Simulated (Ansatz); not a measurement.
## Antifluorite Mg2Ge

The numbers are results of PBE0 (Ansatz, an electronic-structure program, PAW), not measurements.

Numerical settings: plane-wave cutoff 520 eV, 8×8×8 k mesh, scalar-relativistic PAW data made under PBE.

Cell (relaxed at this level):

```cif
data_GeMg2
_chemical_formula_sum 'Mg2 Ge1'
_space_group_name_H-M_alt 'P 1'
_space_group_IT_number 1
_cell_length_a 4.50942
_cell_length_b 4.50942
_cell_length_c 4.50942
_cell_angle_alpha 60.000
_cell_angle_beta 60.000
_cell_angle_gamma 60.000
loop_
_space_group_symop_operation_xyz
  'x, y, z'
loop_
_atom_site_label
_atom_site_type_symbol
_atom_site_fract_x
_atom_site_fract_y
_atom_site_fract_z
_atom_site_occupancy
Mg1 Mg 0.25000 0.25000 0.25000 1
Mg2 Mg 0.75000 0.75000 0.75000 1
Ge1 Ge 0.00000 0.00000 0.00000 1
```

```yaml
elastic constant C11: 121 GPa
elastic constant C12: 22.0 GPa
elastic constant C44: 47.2 GPa
Voigt–Reuss–Hill bulk modulus: 55.1 GPa
polycrystal shear modulus (Hill average): 48.1 GPa
young_modulus: 112 GPa
poisson_ratio: 0.162
```

Elastic constants are with the ions relaxed.

The computed numbers hold no vibrational or temperature effects.

The result took very roughly 2.2 core-hours.
